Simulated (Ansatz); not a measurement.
**Rhombohedral A7 Sb**

Level of theory: r²SCAN in Ansatz (plane waves, PAW).

Numerical settings: plane-wave cutoff 600 eV, 18×18×18 k mesh, Fermi–Dirac smearing 0.081 eV (set by the program), scalar-relativistic PAW data made under PBE.

Cell (measured lattice):

```cif
data_Sb2
_chemical_formula_sum 'Sb2'
_space_group_name_H-M_alt 'P 1'
_space_group_IT_number 1
_cell_length_a 4.50655
_cell_length_b 4.50655
_cell_length_c 4.50655
_cell_angle_alpha 57.112
_cell_angle_beta 57.112
_cell_angle_gamma 57.112
loop_
_space_group_symop_operation_xyz
  'x, y, z'
loop_
_atom_site_label
_atom_site_type_symbol
_atom_site_fract_x
_atom_site_fract_y
_atom_site_fract_z
_atom_site_occupancy
Sb1 Sb 0.76617 0.76617 0.76617 1
Sb2 Sb 0.23383 0.23383 0.23383 1
```

```yaml
elastic constant C11: 103 GPa
elastic constant C12: 30.6 GPa
elastic constant C13: 26.6 GPa
elastic constant C33: 44.8 GPa
elastic constant C44: 40.0 GPa
elastic constant C66: 36.1 GPa
Voigt–Reuss–Hill bulk modulus: 42.8 GPa
polycrystal shear modulus (Hill average): 27.6 GPa
young_modulus: 68.2 GPa
poisson_ratio: 0.234
```

Note: the cell isn't this level's own, so it is under some stress, which shifts stiffness and frequencies.

Elastic constants are with the ions relaxed.

Spin–orbit coupling is not included.

Static lattice: no zero-point or thermal effects.

The result took roughly 2.7 core-hours.

Ansatz is a first-principles code.
